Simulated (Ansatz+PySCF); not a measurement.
The numbers below are computed, except where a source is named.
Input for PySCF 2.14.0:

```python
from pyscf import gto, scf, cc

mol = gto.M(atom="""
Li 2.104910 0.000000 0.766130
O 0.000000 0.000000 0.000000
H -0.911500 0.000000 0.331760
""", basis='sto-3g', charge=0, spin=0)
mf = scf.RHF(mol)
mf.kernel()
mycc = cc.CCSD(mf, frozen=2).run()
et = mycc.ccsd_t()
print(mf.e_tot, mycc.e_corr, et, mycc.e_tot + et)
```

The script is written out from the run's settings.

The run gave:

| Item | Value |
| --- | --- |
| Converged | yes |
| Reference energy | -81.63960 hartree |
| CCSD correlation energy | -0.09292 hartree |
| Triples correction | -0.02760 hartree |
| Total energy | -81.76011 hartree |
| Spin squared of the determinant | 0.000 |

Caution: large amplitudes, a single reference is doubtful.
